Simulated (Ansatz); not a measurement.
Li₃H₂. Total charge 0; doublet. Geometry PBE-D4/def2-TZVP, basis def2-TZVP, Ansatz.

| atom | x (Å) | y (Å) | z (Å) |
| --- | --- | --- | --- |
| Li1 | -1.071 | 1.030 | 0.150 |
| Li2 | 0.014 | -0.957 | -0.763 |
| Li3 | 2.043 | -0.373 | 0.996 |
| H4 | -1.496 | -0.119 | -1.031 |
| H5 | 0.511 | 0.418 | 0.649 |

| run | HOMO (eV) | LUMO (eV) |
| --- | --- | --- |
| A | -2.82 | -1.07 |
| B | -2.57 | -1.53 |
| C | -3.15 | -1.00 |
| D | -2.60 | -1.24 |
| E | -4.92 | 0.39 |

LC-ωPBE has ω = 0.4 bohr⁻¹. Another isomer (doublet) lies 0.12 eV lower at PBE0-D4/def2-TZVP; other spin states weren't run for this one.

HOMO and LUMO are taken over both spins.

**Question.** The runs used LC-ωPBE, PBE, PBE0, r2SCAN, r2SCANh. Estimate which is which.

**Answer.** A r2SCANh (10 % exact exchange); B PBE (0 % exact exchange); C PBE0 (25 % exact exchange); D r2SCAN (0 % exact exchange); E LC-ωPBE (range-separated). Exact exchange lowers occupied and raises empty levels; among semilocal functionals meta-GGAs tend to open the gap a little, and such runs are hard to tell apart. The gap grows from 1.04 eV (PBE) to 5.31 eV (LC-ωPBE).
